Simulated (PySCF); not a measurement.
## First hyperpolarisability: `C[SiH2][SiH3]`, CH8Si2

Geometry:
```csv
atom,x (Å),y (Å),z (Å)
C1,-1.571,0.706,0.074
Si2,-0.368,-0.761,0.211
Si3,1.796,-0.088,-0.241
H4,-2.594,0.407,0.282
H5,-1.311,1.494,0.775
H6,-1.552,1.136,-0.923
H7,-0.521,-1.325,1.563
H8,-0.846,-1.803,-0.713
H9,1.942,0.472,-1.588
H10,2.269,0.950,0.681
H11,2.762,-1.186,-0.147
```

Computed with quadratic response B3LYP/aug-cc-pVDZ first hyperpolarisability, Taylor convention, gas phase in PySCF 2.14.0. Geometry: GFN2-xTB.

(1) What is the first hyperpolarisability, and how does it disperse?

(2) Which lowest excitations, dipole and polarisabilities go with it?

Results:

(1) In au, Taylor convention; the vector part is βᵢ = ⅓ Σⱼ (βᵢⱼⱼ + βⱼᵢⱼ + βⱼⱼᵢ); β∥ is 3/5 of the vector part along the dipole, the dipole points from − to +:
```
                   process  λ (nm)  β vector norm     β∥  β HRS  depolarisation ratio
           static β(0;0,0)       ∞          156.4   89.7   59.0                  7.39
second harmonic β(−2ω;ω,ω)    1064          179.3  102.0   68.0                  7.16
         Pockels β(−ω;ω,0)    1064          163.5   93.5      –                     –
```

(2) S1 6.88 eV (f = 0.027); S2 7.25 eV (f = 0.047); S3 7.39 eV (f = 0.015); dipole 0.68 D; isotropic α 73.7 au static, 74.5 au at 1064 nm, 77.2 au at 532 nm.
